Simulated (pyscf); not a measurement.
Structures and frequencies: ωB97X-D3(BJ)/def2-SVP in PySCF. Correlated levels are frozen-core, on RHF or UHF. ΔMP2 is the change of the MP2 total energy from the triple- to the quadruple-zeta basis.

HO–B(OH)–Cl → O=B–OH + hydrogen chloride (HCl)
Surface: singlet. Broken: B–Cl, H–O. Formed: Cl–H. Give ΔE‡ and ΔE from CCSD(T)/def2-TZVPP + ΔMP2(QZVPP), relative to the reactant's lowest minimum found.

ΔE‡ = 225.4 kJ/mol, ΔE = +185.4 kJ/mol. Zero-point energy shifts the barrier by -21.4 kJ/mol. It is an elimination, with an imaginary mode of 1310i cm⁻¹. On the product side the descent ends in a complex, 27.4 kJ/mol under the separated species and 55.3 kJ/mol under the saddle at ωB97X-D3(BJ)/def2-TZVP. One saddle was located; it need not be the lowest between these sides. The CCSD(T) − MP2 part came from Ansatz, without density fitting, on the same reference.
